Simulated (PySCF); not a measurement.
Gas-phase reaction: 2 H₃SiNH₂ + Si(NH₂)₄ → 3 SiH₂(NH₂)₂

Computed with PySCF (xtb for GFN2) and rigid-rotor harmonic-oscillator thermochemistry at 1 bar. † marks an energy on the PBE0/def2-TZVP geometry and frequencies; other levels use their own. MP2 freezes the core. 6-31G* has spherical d functions here. All species are closed-shell singlets. B3LYP is the form with VWN-RPA correlation. H₃SiNH₂, Si(NH₂)₄, SiH₂(NH₂)₂: computed as isolated molecules; such fragments, hydroxides, amides, oligomers or adducts are transient or little studied in the gas. MP2 isn't extrapolated to the basis-set limit.

| level | ΔH°(298 K), kJ |
|---|---|
| B3LYP/def2-TZVP† | (withheld) |
| BLYP/def2-TZVP† | 7 |
| GFN2-xTB | -31 |
| HF/6-31G* | 18 |
| M06-2X/def2-TZVP† | 16 |
| MP2/def2-SVP† | (withheld) |
| PBE0/def2-SVP† | 14 |
| PBE0/def2-TZVP | 12 |
| r2SCAN/def2-TZVP† | 14 |
| ωB97M-V/def2-TZVP† | (withheld) |
| ωB97X-V/def2-TZVP† | (withheld) |

Question: What belongs in the gaps?

Answer: 
- B3LYP/def2-TZVP†, ΔH°(298 K), kJ: 9
- MP2/def2-SVP†, ΔH°(298 K), kJ: 17
- ωB97M-V/def2-TZVP†, ΔH°(298 K), kJ: 16
- ωB97X-V/def2-TZVP†, ΔH°(298 K), kJ: 15
